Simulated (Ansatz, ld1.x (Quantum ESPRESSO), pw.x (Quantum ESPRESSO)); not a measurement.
magnesium (fcc): variants of one ultrasoft potential in the solid

* Element: magnesium (Mg)
* Generator: ld1.x (Quantum ESPRESSO) 7.5
* Type: ultrasoft
* Functional: LDA (PW92)
* Relativity: scalar-relativistic
* Frozen core: [Ne]
* Valence charge: 2
* Reference configuration: 3s1.75 3p0 (charge +0.25)
* Partial waves: 3s (bound): rcut 2.15, rcutus 2.35 bohr; 3s channel at -0.05 Ry: rcut 2.15, rcutus 2.35 bohr; 3p (bound, empty): rcut 1.95, rcutus 2.55 bohr; 3p channel at 2.05 Ry: rcut 1.95, rcutus 2.55 bohr
* Local potential: all-electron potential smoothed inside 2.15 bohr (lloc = -2)
* Core correction: none
* Augmentation charge: built from norm-conserving waves at rcut, not smoothed further

Crystal test: fcc Mg in pw.x 7.5, no spin, 13³ k-points, Fermi–Dirac smearing 0.01 Ry, cutoffs set for each file from its atomic test. The reference is all-electron LAPW (Ansatz 0.2.0) with the same functional, mesh and smearing; V0 and B0 come from Birch–Murnaghan fits to the pressures at five volumes. Errors are pseudo minus all-electron; Δ is the rms difference of the E(V) curves that follow from these fits, minima aligned, over ±6 % about the mean V0. Mesh and smearing are coarse, so the numbers serve the comparison and aren't converged zero-temperature values; the lattice is a test structure that the element need not adopt.

All-electron: a0 = 4.436 Å (V0 = 21.83 Å³/atom), B0 = 38.5 GPa.

1 further variants are left out: they gave no file fit for a test, a broken result, the same result as the base, or pressures whose basis-set error rivals the error shown.

| change | cutoffs (Ry) | pw.x | a0 (Å) | a0 error (%) | B0 error (%) | Δ (meV/atom) | mean pressure error (GPa) |
| --- | --- | --- | --- | --- | --- | --- | --- |
| base | 40/600 | converged | 4.448 | +0.25 | -4.3 | 1.3 | +0.28 |
| waves 3p (bound): rcut 1.95, rcutus 2.64 bohr; 3p channel at 2.05 Ry: rcut 1.95, rcutus 2.64 bohr | 40/600 | converged | 4.448 | +0.25 | -4.3 | 1.3 | +0.28 |
| waves 3p (bound): rcut 1.95, rcutus 3.32 bohr; 3p channel at 2.05 Ry: rcut 1.95, rcutus 3.32 bohr | 40/600 | converged | 4.442 | +0.14 | -2.9 | 0.7 | +0.15 |
| waves 3p (bound): rcut 1.95, rcutus 3.68 bohr; 3p channel at 2.05 Ry: rcut 1.95, rcutus 3.68 bohr | 40/600 | converged | 4.439 | +0.06 | -0.6 | 0.3 | +0.07 |

Give the row for: waves 3p (bound): rcut 1.95, rcutus 2.38 bohr; 3p channel at 2.05 Ry: rcut 1.95, rcutus 2.38 bohr.

pw.x: converged; mean pressure error (GPa): +0.28; a0 (Å): 4.448; a0 error (%): +0.25; B0 error (%): -4.4; Δ (meV/atom): 1.4.
